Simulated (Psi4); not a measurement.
**SiPH3Cl (SMILES P[SiH]Cl): levels of theory compared**

Aim: a comparison of 3 runs (UHF/def2-SVP, UB3LYP/6-31G*, UCAM-B3LYP/pcseg-1) of SiPH3Cl. 

The results are computed with Psi4 1.11.

1 further run of the same task is left out (set aside as unsound or not needed).

### 1 The system as given

SiPH3Cl has 6 atoms, charge 0, and is taken as a doublet. As SMILES, `P[SiH]Cl`. The shape is that of a GFN2-xTB optimisation. This is one conformer, not always the lowest.

Bond lengths: P1–Si2 2.239 Å, Si2–Cl3 2.032 Å, P1–H4 1.386 Å, P1–H5 1.384 Å, Si2–H6 1.470 Å. Angles: P1–Si2–Cl3 109.3°, P1–Si2–H6 109.1°, Cl3–Si2–H6 106.1°, Si2–P1–H4 96.3°, Si2–P1–H5 95.0°, H4–P1–H5 92.9°.

### 2 A single-point energy at UHF/def2-SVP (run 1)

The input, input.dat:

```
memory 1600 MB

molecule m {
  0 2
  P     -0.416120     0.339600    -1.149360
  Si     0.362920    -0.132060     0.895920
  Cl     1.453060    -1.845610     0.820500
  H     -1.414820    -0.622100    -1.156700
  H     -1.279720     1.333820    -0.722090
  H      1.294660     0.926350     1.311730
  units angstrom
  symmetry c1
  no_reorient
  no_com
}

set {
  basis         def2-SVP
  reference     uhf
  puream        true
  e_convergence 1e-09
  d_convergence 1e-08
  scf_type      pk
  maxiter       200
}

result, w = energy("hf", return_wfn=True)
oeprop(w, "MULLIKEN_CHARGES", "MAYER_INDICES", "LOWDIN_CHARGES", title="HF")
```

Launch:

```console
$ psi4 -n 1 input.dat output.dat
```

output.dat:

```text
[...]
  Running in c1 symmetry.
[...]
  Nuclear repulsion =  183.010125253006549
[...]
  Multiplicity = 2
[...]
  Nalpha       = 25
  Nbeta        = 24
[...]
    Number of basis functions: 69
[...]
   @UHF iter   1: -1090.53823805901220   -3.44865e-01   2.82849e-03 DIIS/ADIIS
[...]
   @UHF iter  15: -1090.58395132822147   -1.36424e-12   5.48311e-09 DIIS
[...]
   @S^2 Observed:                7.581677917E-01
[...]
  @UHF Final Energy: -1090.58395132822147
   => Energetics <=
    Nuclear Repulsion Energy =            183.0101252530065494
    One-Electron Energy =               -1874.1260731853367361
    Two-Electron Energy =                 600.5319966041085991
    Total Energy =                      -1090.5839513282214739
  UHF NO Occupations:
  HONO-2 :   23  A 1.9994247
  HONO-1 :   24  A 1.9967776
[...]
 Multipole Moments:
 ------------------------------------------------------------------------------------
     Multipole            Electronic (a.u.)      Nuclear  (a.u.)        Total (a.u.)
 ------------------------------------------------------------------------------------
 L = 1.  Multiply by 2.5417464519 to convert [e a0] to [Debye]
 Dipole X            :        -42.4340726           41.8408419           -0.5932307
 Dipole Y            :         50.4878007          -50.0628891            0.4249116
 Dipole Z            :        -16.2258595           16.4102305            0.1843710
 Magnitude           :                                                    0.7526388
[...]
  Mulliken Charges: (a.u.)
   Center  Symbol    Alpha    Beta     Spin     Total
       1     P     7.57563  7.48296  0.09267 -0.05859
       2    SI     7.14737  6.31330  0.83407  0.53933
       3    CL     8.68739  8.64469  0.04270 -0.33208
       4     H     0.50899  0.50387  0.00513 -0.01286
       5     H     0.51135  0.51089  0.00047 -0.02224
       6     H     0.56927  0.54430  0.02497 -0.11357
   Total alpha = 25.00000, Total beta = 24.00000, Total charge = -0.00000
  Lowdin Charges: (a.u.)
   Center  Symbol    Alpha    Beta     Spin     Total
[...]
```

It took 1.9 s on 1 thread of Intel Xeon 6975P-C (Granite Rapids), shared host; peak memory 0.23 GiB.

### 3 Energy and gradient at UB3LYP/6-31G(d) (spherical functions) (run 2)

The input, job.py:

```python
import psi4

psi4.set_memory('1600 MB')
psi4.set_num_threads(1)
psi4.core.set_output_file('clh3psi.out', False)

mol = psi4.geometry("""
0 2
P     -0.78635283     0.64175099    -2.17197562
Si     0.68581941    -0.24955723     1.69304343
Cl     2.74588544    -3.48769743     1.55052029
H     -2.67362232    -1.17559862    -2.18584621
H     -2.41832032     2.52055450    -1.36455234
H      2.44655282     1.75054780     2.47881045
units bohr
symmetry c1
no_reorient
no_com
""")

options = {'basis': '6-31G*', 'reference': 'uks', 'puream': True, 'e_convergence': 1e-09, 'd_convergence': 1e-08, 'scf_type': 'pk', 'dft_radial_points': 99, 'dft_spherical_points': 590, 'maxiter': 200}
psi4.set_options(options)

energy_value = psi4.gradient('b3lyp', molecule=mol)
print('gradient / Eh bohr^-1')
print(energy_value.np.round(6))
for k, v in sorted(psi4.core.scalar_variables().items()):
    print(f'{k:45s} {v:18.10f}')
```

Launch:

```console
$ python job.py
```

clh3psi.out:

```text
[...]
  Running in c1 symmetry.
[...]
  Nuclear repulsion =  183.010125400386954
[...]
  Multiplicity = 2
[...]
  Nalpha       = 25
  Nbeta        = 24
[...]
    Number of basis functions: 60
[...]
   @UKS iter   1: -1092.77912006836596   -1.35911e-01   4.65227e-03 DIIS/ADIIS
[...]
   @UKS iter  12: -1092.83866714698570   -7.04858e-12   9.80235e-09 DIIS
[...]
   @S^2 Observed:                7.524397441E-01
[...]
  @UKS Final Energy: -1092.83866714698570
   => Energetics <=
    Nuclear Repulsion Energy =            183.0101254003869542
    One-Electron Energy =               -1875.0959997966019728
    Two-Electron Energy =                 658.5601328202476452
    DFT Exchange-Correlation Energy =     -59.3129255710181553
    Empirical Dispersion Energy =           0.0000000000000000
    VV10 Nonlocal Energy =                  0.0000000000000000
    Total Energy =                      -1092.8386671469856992
[...]
 Multipole Moments:
 ------------------------------------------------------------------------------------
     Multipole            Electronic (a.u.)      Nuclear  (a.u.)        Total (a.u.)
 ------------------------------------------------------------------------------------
 L = 1.  Multiply by 2.5417464519 to convert [e a0] to [Debye]
 Dipole X            :        -42.4130385           41.8408420           -0.5721966
 Dipole Y            :         50.5343909          -50.0628890            0.4715019
 Dipole Z            :        -16.3672693           16.4102305            0.0429613
 Magnitude           :                                                    0.7426767
[...]
  -Total Gradient:
     Atom            X                  Y                   Z
    ------   -----------------  -----------------  -----------------
       1       -0.016814210904    -0.000686463580     0.012752986767
       2        0.013860382936    -0.009085727723    -0.007453519650
       3       -0.011922377780     0.019183741648     0.000711067044
       4        0.010541501808     0.012882426310     0.001230109829
       5        0.009790418988    -0.014812030835    -0.005295674579
       6       -0.005457213474    -0.007480115732    -0.001945809034
[...]
```

On the terminal:

```text
gradient / Eh bohr^-1
[[-0.016814 -0.000686  0.012753]
 [ 0.01386  -0.009086 -0.007454]
 [-0.011922  0.019184  0.000711]
 [ 0.010542  0.012882  0.00123 ]
 [ 0.00979  -0.014812 -0.005296]
 [-0.005457 -0.00748  -0.001946]]
CURRENT ENERGY                                  -1092.8386671470
CURRENT REFERENCE ENERGY                        -1092.8386671470
DD SOLVATION ENERGY                                 0.0000000000
DFT FUNCTIONAL TOTAL ENERGY                     -1092.8386671470
DFT TOTAL ENERGY                                -1092.8386671470
DFT VV10 ENERGY                                     0.0000000000
DFT XC ENERGY                                     -59.3129255710
GRID ELECTRONS ALPHA                               25.0000001891
GRID ELECTRONS BETA                                24.0000001494
GRID ELECTRONS TOTAL                               49.0000003386
NUCLEAR REPULSION ENERGY                          183.0101254004
ONE-ELECTRON ENERGY                             -1875.0959997966
PCM POLARIZATION ENERGY                             0.0000000000
PE ENERGY                                           0.0000000000
SCF ITERATION ENERGY                            -1092.8386671470
SCF ITERATIONS                                     12.0000000000
SCF TOTAL ENERGY                                -1092.8386671470
TWO-ELECTRON ENERGY                               658.5601328202
XC GRID RADIAL POINTS                              99.0000000000
XC GRID SPHERICAL POINTS                          590.0000000000
XC GRID TOTAL POINTS                           331769.0000000000
```

Wall time 11 s (1 thread of Intel Xeon 6975P-C (Granite Rapids), shared host); peak memory 0.71 GiB.

### 4 Energy and forces at UCAM-B3LYP/pcseg-1 (run 3)

The input, input.json:

```json
{
  "schema_name": "qcschema_input",
  "schema_version": 1,
  "molecule": {
    "schema_name": "qcschema_molecule",
    "schema_version": 2,
    "symbols": ["P", "Si", "Cl", "H", "H", "H"],
    "geometry": [-0.78635283, 0.64175099, -2.17197562, 0.68581941, -0.24955723, 1.69304343, 2.74588544, -3.48769743, 1.55052029, -2.67362232, -1.17559862, -2.18584621, -2.41832032, 2.5205545, -1.36455234, 2.44655282, 1.7505478, 2.47881045],
    "molecular_charge": 0,
    "molecular_multiplicity": 2,
    "fix_symmetry": "c1"
  },
  "driver": "gradient",
  "model": {
    "method": "cam-b3lyp",
    "basis": "pcseg-1"
  },
  "keywords": {
    "reference": "uks",
    "puream": true,
    "e_convergence": 1e-09,
    "d_convergence": 1e-08,
    "scf_type": "pk",
    "dft_radial_points": 99,
    "dft_spherical_points": 590,
    "maxiter": 200,
    "scf_properties": ["MULLIKEN_CHARGES", "QUADRUPOLE", "MAYER_INDICES"]
  }
}
```

Launch:

```console
$ psi4 --qcschema input.json -n 1 --memory 1600MB
```

stdout:

```text
[...]
  Running in c1 symmetry.
[...]
  Nuclear repulsion =  183.010125400386983
[...]
  Multiplicity = 2
[...]
  Nalpha       = 25
  Nbeta        = 24
[...]
    Number of basis functions: 69
[...]
   @UKS iter   1: -1092.78711148955449   -1.96657e-01   3.35469e-03 ADIIS/DIIS
[...]
   @UKS iter  13: -1092.83028651360405   -7.73070e-12   6.12854e-09 DIIS
[...]
   @S^2 Observed:                7.535816190E-01
[...]
  @UKS Final Energy: -1092.83028651360405
   => Energetics <=
    Nuclear Repulsion Energy =            183.0101254003869826
    One-Electron Energy =               -1875.0528896291118599
    Two-Electron Energy =                 655.2796268821417698
    DFT Exchange-Correlation Energy =     -56.0671491670207942
    Empirical Dispersion Energy =           0.0000000000000000
    VV10 Nonlocal Energy =                  0.0000000000000000
    Total Energy =                      -1092.8302865136040509
[...]
 Multipole Moments:
 ------------------------------------------------------------------------------------
     Multipole            Electronic (a.u.)      Nuclear  (a.u.)        Total (a.u.)
 ------------------------------------------------------------------------------------
 L = 1.  Multiply by 2.5417464519 to convert [e a0] to [Debye]
 Dipole X            :          2.1408366           -2.7324996           -0.5916630
 Dipole Y            :         -3.0008603            3.4874070            0.4865467
 Dipole Z            :          0.4823158           -0.3868542            0.0954616
 Magnitude           :                                                    0.7719493
 L = 2.  Multiply by 1.3450342976 to convert [e a0^2] to [Debye ang]
 Quadrupole XX       :       -157.5251033          127.4450680          -30.0800353
 Quadrupole XY       :        128.8306361         -128.8872892           -0.0566531
[...]
  -Total Gradient:
     Atom            X                  Y                   Z
    ------   -----------------  -----------------  -----------------
       1       -0.017536357073     0.000592625737     0.009535419210
       2        0.012348446967    -0.008911842460    -0.003591597254
       3       -0.009928737708     0.016797310507     0.000821507761
       4        0.010315100016     0.013411489659     0.001250942661
       5        0.009375426896    -0.015139392698    -0.005669436916
       6       -0.004574981034    -0.006750313295    -0.002347304986
[...]
```

The result, in JSON:

```text
{
 "driver": "gradient",
 "model": {
  "method": "cam-b3lyp",
  "basis": "pcseg-1"
 },
 "success": true,
 "return_result": [-0.017536357072802794, 0.0005926257365803655, 0.009535419210155965, 0.012348446967136259, -0.008911842460136061, -0.0035915972543448527, -0.009928737707672372, 0.01679731050658649, 0.0008215077611767188, 0.0103151000164938, 0.01341148965887104, 0.001250942660591778, 0.009375426895544992, -0.015139392697909634, -0.0056694369164053335, -0.0045749810340220826, -0.006750313295180291, -0.002347304986155794],
 "properties": {
  "calcinfo_nbasis": 69,
  "calcinfo_nmo": 69,
  "calcinfo_nalpha": 25,
  "calcinfo_nbeta": 24,
  "calcinfo_natom": 6,
  "nuclear_repulsion_energy": 183.01012540038698,
  "return_energy": -1092.830286513604,
  "return_gradient": [-0.017536357072802794, 0.0005926257365803655, 0.009535419210155965, 0.012348446967136259, -0.008911842460136061, -0.0035915972543448527, -0.009928737707672372, 0.01679731050658649, 0.0008215077611767188, 0.0103151000164938, 0.01341148965887104, 0.001250942660591778, 0.009375426895544992, -0.015139392697909634, -0.0056694369164053335, -0.0045749810340220826, -0.006750313295180291, -0.002347304986155794],
  "scf_one_electron_energy": -1875.0528896291119,
  "scf_two_electron_energy": 655.2796268821418,
  "scf_xc_energy": -56.067149167020794,
  "scf_dipole_moment": [-0.5916629651241538, 0.48654668323819283, 0.0954615909450251],
  "scf_total_energy": -1092.830286513604,
  "scf_total_gradient": [-0.017536357072802794, 0.0005926257365803655, 0.009535419210155965, 0.012348446967136259, -0.008911842460136061, -0.0035915972543448527, -0.009928737707672372, 0.01679731050658649, 0.0008215077611767188, 0.0103151000164938, 0.01341148965887104, 0.001250942660591778, 0.009375426895544992, -0.015139392697909634, -0.0056694369164053335, -0.0045749810340220826, -0.006750313295180291, -0.002347304986155794],
  "scf_iterations": 13
 }
}
```

Run time: 16 s. Hardware: 1 thread of Intel Xeon 6975P-C (Granite Rapids), shared host; peak memory 0.82 GiB.

### 5 All runs side by side

```csv
run,level,task,integration grid,energy (Eh),dipole moment (D),HOMO energy (eV),LUMO energy (eV),wall time
1,UHF/def2-SVP,energy,–,-1090.583951,1.91,-8.71,0.94,1.9 s
2,UB3LYP/6-31G* (spherical functions),gradient,99 radial × 590 angular,-1092.838667,1.89,-5.76,-3.11,11 s
3,UCAM-B3LYP/pcseg-1,gradient,99 radial × 590 angular,-1092.830287,1.96,-7.32,-2.01,16 s
```

### 6 What came out

| quantity | value |
| --- | --- |
| run 3: total energy | -1092.83029 Eh |
| run 3: dipole moment | 1.96 D |
| run 3: HOMO energy (highest over α and β) | -7.32 eV |
| run 3: LUMO energy (lowest over α and β) | -2.01 eV |
| run 3: ⟨S²⟩ | 0.754 |
| run 3: largest force on an atom | 1.027 eV/Å |

In words: The dipole moment (its size) runs from 1.89 D (UB3LYP/6-31G*) to 1.96 D (UCAM-B3LYP/pcseg-1). The two ends differ in method and basis. Totals of different functionals can't be ranked against each other. All runs together took 30 s, the longest 16 s.
